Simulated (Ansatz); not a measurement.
Program: Ansatz. Geometries: PBE0-D4/def2-TZVP. ΔE: electronic, gas phase. CBS: MP2 limit from def2 TZ/QZ plus the TZ coupled-cluster correction, frozen cores. This one scheme is used for every species. Functionals use def2-TZVPP. One conformer a species, not always the lowest.

Reaction (substitution at a C–C bond): `CCOC` + H–F → `COCF` + CH₄

(1) Is it downhill or uphill in electronic energy at CCSD(T)/CBS, and by how much? (Best estimate.)

(2) What do these levels give: BLYP-D4, B97M-V, PBE0, MP2/def2-TZVPP, HF/def2-QZVPP, SCS-MP2/def2-QZVPP? (An estimate is asked.)

Largest T1 diagnostic among the species: 0.011.

Results:

(1) Ansatz gave: Uphill: ΔE = +0.14 eV.

(2) Computed: BLYP-D4 -0.05, B97M-V -0.04, PBE0 0.03, MP2/def2-TZVPP 0.16, HF/def2-QZVPP -0.09, SCS-MP2/def2-QZVPP 0.13 eV.

The D4 term adds +0.05 eV with B3LYP and +0.03 eV with PBE0; it sums over pairs of atoms, weighted by their polarisabilities, and B3LYP, whose exchange is more repulsive, gets the larger term. Leaving LDA and LC-ωPBE aside and taking each functional with its dispersion term where it has one, the values, not all of them listed here, spread over 0.15 eV, from BLYP-D4 to PBE-QIDH. LDA lies +0.06 eV from PBE without D4.

B3LYP here is the variant with VWN-RPA as its local correlation; programs differ in this.
